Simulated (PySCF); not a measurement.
These are PBE-D3(BJ)/def2-TZVP // PBE0-D3(BJ)/def2-TZVP (PySCF) values and carry that method's errors. All species are isolated molecules in the gas phase. One relaxed conformer stands for a flexible species; it need not be the lowest. Delta-SCF ions had no search for a lower state. Excitations are Tamm–Dancoff values on a coarser integration grid. The basis has no diffuse functions, so Rydberg states are missing or too high.

Reference species (SMILES): `C=C=C` (neutral, multiplicity 1).

```
Item                                      Result
--------------------------------------  --------
vertical ionisation energy (Delta-SCF)  10.03 eV
S1 excitation (TDA)                      5.86 eV
S1 oscillator strength                     0.000
```

After one change: the vertical ionisation energy (Delta-SCF) drops by 1.94 eV; the S1 excitation (TDA) drops by 1.76 eV; the S1 oscillator strength hardly moves.

**Question.** Which change was made? The new species is one of these.
A. `C=C=CCO`
B. `C=C=CCF`
C. `C=C=COC`
D. `C=C=CN`

**Answer.** D, `C=C=CN`
